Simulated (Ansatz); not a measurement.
# O₂+ (doublet): the correlation ladder, cc-pVDZ

How much of the correlation energy of O₂+ (doublet) does each wave-function method recover here?

Program: Ansatz 0.2.0, Gaussian basis. Level of theory: cc-pVDZ, core rule «outside noble gas», up to 2 orbitals frozen. These are calculated values, not measurements.

To be run: UHF; CCSD(T) on ROHF; CCSD(T) on UHF; BCCD(T) on ROHF; CISD; CCSDT(Q) on ROHF; CCSDT(Q) on UHF; CISDTQ; CCSDTQ on ROHF; CCSDTQ on UHF; CASSCF and MRCISD+Q, 11 electrons in 8 orbitals; CASSCF and NEVPT2, 11 electrons in 8 orbitals.

3 further runs of the same task are left out: 1 that didn't finish, 2 set aside as unsound or not needed.

**1. What is computed**

The geometry is a PBE0/def2-TZVP stationary point (not a proven minimum).

2 atoms, charge 1, spin multiplicity 2.

Atoms are counted from 1 here; the program's logs count them from 0.

Bond lengths: O1–O2 1.098 Å.

**2. UHF**

Contents of in.yaml:

```yaml
crystal:
  periodic: [false, false, false]
  atoms:
    - {symbol: O, position_ang: [0.000000, 0.000000, 0.000000]}
    - {symbol: O, position_ang: [0.000000, 0.000000, 1.098200]}
basis:
  gaussian: {orbitals: cc-pVDZ}
total_charge: 1
magnetization: {spin_polarized: true, initial_magnetization: 1}
hamiltonian: {xc: hf}
output: {orbitals: {seedname: orbitals}}
```

Started as:

```
> ansatz run in.yaml --threads 1 --pin off --events-out ev --progress --plain --max-ram 4096MiB --backend cpu
```

After this run come: CCSD(T) on ROHF; CCSD(T) on UHF; BCCD(T) on ROHF; CISD; CCSDT(Q) on ROHF; CCSDT(Q) on UHF; CISDTQ; CCSDTQ on ROHF; CCSDTQ on UHF; CASSCF and MRCISD+Q, 11 electrons in 8 orbitals; CASSCF and NEVPT2, 11 electrons in 8 orbitals.

Q: Predict the results of all the runs planned. Wanted: UCCSDTQ below the RHF energy; RMP2 from UCCSDTQ; UMP2 from UCCSDTQ; RCCSD from UCCSDTQ; RCCSD(T) from UCCSDTQ; UCCSD(T) from UCCSDTQ; RCCSDT(Q) from UCCSDTQ; UCCSDT(Q) from UCCSDTQ; NEVPT2 valence from UCCSDTQ.

**Answer**, as computed:

```
                         quantity                                            value
     UCCSDTQ below the RHF energy                                      -10.5428 eV
                RMP2 from UCCSDTQ                                        +81.3 meV
                UMP2 from UCCSDTQ                                       +256.5 meV
               RCCSD from UCCSDTQ                                       +425.3 meV
            RCCSD(T) from UCCSDTQ                                        +70.1 meV
            UCCSD(T) from UCCSDTQ                                        +68.5 meV
           RCCSDT(Q) from UCCSDTQ                                        -10.5 meV
           UCCSDT(Q) from UCCSDTQ                                         -9.8 meV
      NEVPT2 valence from UCCSDTQ                                       +967.6 meV
    MRCISD+Q valence from UCCSDTQ                                         +9.0 meV
levels within 1 kcal/mol (43 meV)  RCCSDT(Q), UCCSDT(Q), RCCSDTQ, MRCISD+Q valence
                    T1 diagnostic                                            0.013
   effectively unpaired electrons                                             1.07
```

What this shows: RCCSD(T) misses by +70.1 meV, 0.7 % of the correlation energy. One determinant dominates. Of the multireference levels listed MRCISD+Q valence comes nearest in total energy (+9.0 meV), which doesn't show that its space is the better one. Coupled cluster took another determinant than the lowest Hartree-Fock one. These misses are within one basis, not against nature; the frozen cores of restricted and unrestricted runs differ, which can shift their rows.
